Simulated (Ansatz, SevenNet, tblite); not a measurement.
Wurtzite CdSe: properties by level of theory

Reference values: lattice constant a 4.298 Å (measured, temperature not stated, not corrected to a static lattice; as tabulated in PVEducation, CdSe (wurtzite), citing its ref. 1); lattice parameter c 7.015 Å (measured, temperature not stated, not corrected to a static lattice; as tabulated in PVEducation, CdSe (wurtzite), citing its ref. 1).

```tsv
level (code)	equilibrium lattice constant a (Å)	c axis length (Å)
GFN2-xTB (tblite)	4.460	7.281
SevenNet-l3i5	4.391	7.179
PBE (Ansatz)	4.383	7.154
rVV10 (Ansatz)	4.385	7.183
PBE0 (Ansatz)	4.344	7.084
r²SCANh (Ansatz)	4.333	7.066
```

Differences from the reference values (errors of the level alone only where the reference is corrected to a static lattice):

```json
[
 {"level": "GFN2-xTB", "lattice constant a (%)": "+3.77", "lattice parameter c (%)": "+3.79"},
 {"level": "SevenNet-l3i5", "lattice constant a (%)": "+2.16", "lattice parameter c (%)": "+2.34"},
 {"level": "PBE", "lattice constant a (%)": "+1.98", "lattice parameter c (%)": "+1.98"},
 {"level": "rVV10", "lattice constant a (%)": "+2.02", "lattice parameter c (%)": "+2.39"},
 {"level": "PBE0", "lattice constant a (%)": "+1.07", "lattice parameter c (%)": "+0.98"},
 {"level": "r²SCANh", "lattice constant a (%)": "+0.81", "lattice parameter c (%)": "+0.73"}
]
```

Nearest: lattice constant a, not ranked (reference at room or unstated temperature); lattice parameter c, not ranked (reference at room or unstated temperature).

Machine-learned potentials (SevenNet-l3i5) are trained on DFT data: a solid inside that data is no test of them.

Caveats: the method was fitted mainly to molecules (GFN2-xTB); the run uses a supercell at the zone centre in place of a k mesh (GFN2-xTB). Ansatz's density-functional and Hartree–Fock values are scalar-relativistic unless marked +SOC, with PAW data made under PBE.

Differences are worked out from the printed values.

Computed values are for the static lattice.

Ansatz is a program for electronic structure.
